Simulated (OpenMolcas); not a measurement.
## A ladder of methods for PH2 (SMILES [PH2])

PH2: 3 atoms, total charge 0, spin state doublet. As SMILES, `[PH2]`. Geometry: relaxed at PBE0-D4/def2-TZVP.

```xyz
3

P     0.5257   -0.3094    0.2582
H     0.1146    1.0515    0.1767
H    -0.6404   -0.7421   -0.4350
```

Each level gives the energy change with the P1–H3 bond stretched from 1.424 to 2.492 Å (eV). The values are calculated.

```tsv
level	kind	program	value (eV)	less FCI/pcseg-0	CPU time (all runs)
ROHF/pcseg-0	Hartree–Fock	OpenMolcas	3.08	+1.17	5.2 s
USVWN5/pcseg-0	LDA	OpenMolcas	2.38	+0.47	7.6 s
UPBE/pcseg-0	GGA	OpenMolcas	2.32	+0.41	9.2 s
U-r2SCAN/pcseg-0	meta-GGA	OpenMolcas	2.32	+0.41	14 s
UM06-2X/pcseg-0	hybrid meta-GGA	OpenMolcas	2.46	+0.55	18 s
CASPT2(7,6)/pcseg-0	multireference	OpenMolcas	1.89	-0.02	6.3 s
ROCCSD(T)/pcseg-0	coupled cluster or CI	OpenMolcas	1.90	-0.01	5.6 s
FCI/pcseg-0	exact in the basis	OpenMolcas	1.91	0.00	8.8 s
```

FCI/pcseg-0 is exact within its basis and frozen core, so for wave-function methods in that basis the difference is their error; functionals converge differently with the basis, so for them it is only a difference. The first shape isn't each level's own minimum. The values span 1.89 to 3.08 eV. Spin contamination of the reference (⟨S²⟩ at least 0.1 too high) touches USVWN5/pcseg-0, UPBE/pcseg-0, U-r2SCAN/pcseg-0, UM06-2X/pcseg-0. All rows use very small basis sets, so even the best lies far from the true value. Times are those of the runs behind each value, whatever else they computed, on shared processors of several kinds: orders of magnitude only.
